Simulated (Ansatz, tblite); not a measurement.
Forces on [AlFH3]- (AlH3F⁻) at its PBE0-D4/def2-TZVPD geometry. Charge -1, multiplicity 1.

The xTB rows come from tblite.

GFN1-xTB (tblite), largest force 0.83 eV/Å:

```xyz
5
positions Å, forces eV/Å
Al   -0.006   -0.025    0.016   -0.177   -0.677    0.449
F     0.361    1.376   -0.913    0.027    0.102   -0.067
H     1.022   -1.228   -0.423   -0.203    0.365    0.033
H    -1.560   -0.461   -0.287    0.371    0.194    0.003
H     0.185    0.338    1.607   -0.017    0.016   -0.418
```

GFN2-xTB (tblite), largest force 0.44 eV/Å:

```
Al 0.030 0.114 -0.075
F -0.094 -0.359 0.238
H -0.132 0.187 0.043
H 0.216 0.083 0.025
H -0.019 -0.024 -0.230
```

PBE0-D4/def2-TZVPD (Ansatz), largest force 0.00 eV/Å:

```
Al 0.000 0.001 -0.001
F 0.000 -0.001 0.001
H 0.001 0.000 -0.001
H -0.001 0.000 0.000
H 0.000 0.001 0.001
```
